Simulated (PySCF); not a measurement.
# `CP(C)(C)=N`: ΔSCF against reference XPS values

Measured values to reproduce (core binding energies): P 2p3/2 of P2 137.39 eV [1]; C 1s of C1 290.63 eV [1]; N 1s of N5 402.38 eV [1]. Sources and the comparison follow the method.

Species: C₃H₁₀NP.
Numbering: `[CH3:1][P:2]([CH3:3])([CH3:4])=[NH:5]`

Level of theory: PySCF, delta-SCF UKS SCAN, pcX-2 on the ionised atom, pcseg-1 elsewhere, spin-free X2C. Vertical ΔSCF values, vacuum level as zero.

```json
{"atom": "P2", "environment": "phosphorus bonded to 3 C and N", "level": "P 2p3/2", "this calculation (eV)": "137.32", "reference (eV)": "137.39", "difference (eV)": "-0.07", "source": "[1]"}
{"atom": "C1", "environment": "sp3 carbon bound to phosphorus", "level": "C 1s", "this calculation (eV)": "290.69", "reference (eV)": "290.63", "difference (eV)": "+0.06", "source": "[1]"}
{"atom": "N5", "environment": "nitrogen bonded to P and H", "level": "N 1s", "this calculation (eV)": "402.32", "reference (eV)": "402.38", "difference (eV)": "-0.06", "source": "[1]"}
```

[1] measured, gas; Perry, Schaaf, Jolly, LBL-3517 (X-ray photoelectron spectroscopic study of charge distributions in tetracovalent compounds of nitrogen and phosphorus, 1975) Note: scanned preprint of the 1970s; energy scale about 0.17 eV below the 1984 compilation; uncertainty about 0.05 eV.

Q: How far is it from the measured entries?

A: Over the 3 different measured values (3 distinct lines) the mean signed difference is -0.02 eV, the mean unsigned one 0.06 eV and the largest 0.07 eV. The calculation is vertical and has no vibrational structure, and measured positions depend on the energy calibration.

Q: What does the calculation give for the levels without a reference value here?

A: P2 P 1s 2151.24 eV.

The list is incomplete; no value stands for C 1s of C3, C4. For 2p shells one spin-free hole was relaxed; a mean-field spin–orbit operator and the ground-state splitting of the three 2p orbitals were then diagonalised within the shell. The shell's mean is (2 × 2p3/2 + 2p1/2)/3, and the degeneracies 2j + 1 give areas of 2:1. 2p1/2 minus 2p3/2 (ligand field included): P 0.89 eV. Isolated species at its PBE0-D3(BJ)/def2-SVP geometry, gas phase.

The run took 32 s wall on one thread, Arm Neoverse V1 (aarch64), no GPU, shared host with 32 logical CPUs at a one-minute load of 32, and the process peaked at 0.58 GiB of memory.
